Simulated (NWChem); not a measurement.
# Correlation energy of silicon monoxide (OSi)

```
Si
O 1 1.5233
```
Charge 0, spin multiplicity 1.

The numbers come from NWChem runs, not from measurements. Structure: optimised with PBE0/def2-SVP, a minimum by its harmonic frequencies.

Basis set: def2-TZVP. Each correlation energy counts from its own Hartree-Fock reference.

```
method        correlation energy (mHa)  difference from CCSD(T)
------------  ------------------------  -----------------------
CCSD                            -337.0                    +17.7
CR-CCSD(T)                      -351.1                     +3.6
CCSD(T)                         -354.7                      0.0
SCS-MP2                         -328.8                    +25.9
CCSD+T(CCSD)                    -357.0                     -2.2
CR-CCSD[T]                      -352.8                     +2.0
MP2                             -335.2                    +19.5
```

The values span 28.1 mHa, from CCSD+T(CCSD) (lowest) to SCS-MP2 (highest). 

The correlated methods keep 6 core orbitals frozen. Differences from the coupled-cluster row are differences between methods, not errors against experiment.
